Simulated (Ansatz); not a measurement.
**Cohesive energy of elemental metals**

Method: revPBE in Ansatz (PAW). References are measured values corrected to a static lattice or taken at low temperature (these still hold zero-point motion). The table is a random draw of 8 from 26 solids with such references.

Values in eV/atom.

| solid | reference | revPBE | error (eV/atom) |
|---|---|---|---|
| hcp Cd | 1.18 | 0.42 | -0.76 |
| bcc Na | 1.12 | 0.99 | -0.13 |
| hcp Ti | 4.88 | 4.86 | -0.02 |
| bcc Nb | 7.6 (7.47–7.60) | 6.46 | -1.14 |
| hcp Co | 4.47 | 4.50 | +0.03 |
| fcc Ca | 1.86 | 1.74 | -0.12 |
| bcc Li | 1.67 | 1.50 | -0.17 |
| fcc Sr | 1.73 | 1.45 | -0.28 |

Over these 8 solids the mean error is -0.32 eV/atom, the mean absolute error 0.33 eV/atom (median 0.15 eV/atom), and the worst case bcc Nb at -1.14 eV/atom; the value is too low in 7 of 8 cases. Over all 26, from unrounded values, the mean error is -0.36 eV/atom and the mean absolute error 0.37 eV/atom (median 0.21 eV/atom). Caveats on values not shown: the commensurate order stands in for chromium's spin-density wave, and the size of the moments varies much between levels (1); the cell is over a tenth larger than the published one: the level's own overestimate first of all, though another phase or state, or a fault of the published cell, is possible (1).

All these references are brought to a static lattice.

Brackets give the range of the sources taken for a reference, where it is wide; it can hold other temperatures.

Differences are worked out from the printed values.

Free atoms are spin-polarised, in the lowest state found; at levels without +SOC their spin–orbit coupling is left out. Each level is taken at its own relaxed cell. Caveats: the cell is over a tenth larger than the published one: the level's own overestimate first of all, though another phase or state, or a fault of the published cell, is possible (hcp Cd). Ansatz's density-functional and Hartree–Fock values are scalar-relativistic unless marked +SOC, with PAW data made under PBE.

Ansatz's runs of these crystals have no spin polarisation, but for hcp Co.

Density-functional runs with spin start from parallel moments for hcp Co.

Not in this set, of the elemental metals with a reference value in our tables and a result at some level: 9 for the spin–orbit terms of free Br, In, Sn, Te, I and atoms past barium, a cut that leaves lighter open-shell atoms' terms in the errors; 9 for no value at revPBE (not run, a failed fit, an unstable or unbound cell, or a value held back for tests); 1 for sources at odds. These can be a level's best or worst cases. Solids without a released value at any level aren't counted. Layered and molecular crystals are counted apart. The metals Ce to Yb are counted apart.

References as tabulated in Mejia-Rodriguez and Trickey (2018), arXiv:1807.09216; Jana et al. (2018), arXiv:1807.00350; Csonka et al. (2009), arXiv:0903.4037.

Ansatz is an electronic-structure program.
